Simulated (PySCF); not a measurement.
Bond dissociation energies of chlorine molecule

Parent: `ClCl` (Cl2). Numbering: `[Cl:1][Cl:2]`

Energies: B3LYP-D3(BJ)/def2-TZVP (PySCF, density fitting, integration grid level 2) on PBE0-D3(BJ)/def2-SVP structures. Zero-point and thermal terms (298.15 K, 1 bar) come from unscaled PBE0-D3(BJ)/def2-SVP harmonic frequencies, with soft modes damped to free rotors in the entropy.

```
   bond  r / Å   radicals  BDE(298 K) / eV  BDFE / eV  D₀ / eV  Dₑ / eV
Cl1–Cl2  2.026  Cl• + Cl•             2.45       2.10     2.42     2.45
```

Homolysis to relaxed radicals in the gas phase.

Note: spin-orbit coupling is left out of the energies, which matters for open shells on the heavier atoms.

Run with `OMP_NUM_THREADS=1 python redox_run.py task.json out` on 1 thread of Arm Neoverse V1, a shared host. Structures, frequencies and single points: 4.1 s of wall time.

---

How strong are the bonds of hydrazine?

System: hydrazine, `NN` (H4N2). Atom numbers as in the mapped SMILES `[NH2:1][NH2:2]`.

Level of theory: M06-2X/def2-TZVP single points in PySCF, grid level 3; every species was optimised with PBE0-D3(BJ)/def2-SVP. Zero-point and thermal terms (298.15 K, 1 bar) come from unscaled PBE0-D3(BJ)/def2-SVP harmonic frequencies, with soft modes damped to free rotors in the entropy.

```
 bond  r / Å     radicals  BDE(298 K) / kJ/mol  BDFE / kJ/mol  D₀ / kJ/mol  Dₑ / kJ/mol
N1–N2  1.402  NH2• + NH2•                  287            240          278          319
 N1–H  1.017   [NH]N + H•                  338            302          332          368
```

Homolysis to relaxed radicals in the gas phase; the table need not hold every single bond outside rings.

Weakest of these: N1–N2 (287 kJ/mol); strongest: N1–H (338 kJ/mol).

---

## Bond dissociation energies of nitroxyl

System: `N=O` (HNO). Coordinates in Å; atoms count from 1 in this order:
```
N    -0.0555    0.4323   -0.0039
O     0.9590   -0.1870   -0.0282
H    -0.8805   -0.2503    0.0070
```

Level of theory: ωB97X-D3(BJ)/def2-TZVP single points in PySCF, grid level 2; every species was optimised with PBE0-D3(BJ)/def2-SVP. ωB97X-D3(BJ) is ωB97X-V with D3(BJ) in place of VV10. Zero-point and thermal terms (298.15 K, 1 bar) come from unscaled PBE0-D3(BJ)/def2-SVP harmonic frequencies, with soft modes damped to free rotors in the entropy.

```
bond  r / Å    radicals  BDE(298 K) / eV  BDFE / eV  D₀ / eV  Dₑ / eV
N1–H  1.071  [N]=O + H•             1.94       1.62     1.89     2.15
```

Homolysis to relaxed radicals in the gas phase.

Structures, frequencies and single points took 8.6 s of wall time on 1 thread of Arm Neoverse V1 (shared host), launched as `OMP_NUM_THREADS=1 python redox_run.py task.json out`.
